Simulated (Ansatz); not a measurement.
## How the bulk modulus B0 of HgS (P3₂21, No. 154) moves with the method

No measured value is used here.

Task: Put these levels in order of the bulk modulus B0 that they give for HgS (P3₂21, No. 154), smallest first: LDA (Ansatz, a first-principles code), PBE (Ansatz), PBEsol (Ansatz), PBEsol-D3(BJ) (Ansatz), rVV10 (Ansatz).

Result: PBE (7.21 GPa), PBEsol (21.2 GPa), rVV10 (24.5 GPa), LDA (35.8 GPa), PBEsol-D3(BJ) (39.9 GPa)

Unless a cell is named, each level is at its own relaxed cell (LDA 21.83, PBE 28.07, PBEsol 23.26, PBEsol-D3(BJ) 21.54, rVV10 25.03 Å³/atom).

Density-functional levels without +SOC have no spin–orbit coupling. PBE: the cell is over a tenth larger than the published one: the level's own overestimate first of all, though another phase or state, or a fault of the published cell, is possible. Each level is taken at its own relaxed cell. Ansatz's density-functional and Hartree–Fock values are scalar-relativistic unless marked +SOC, with PAW data made under PBE.
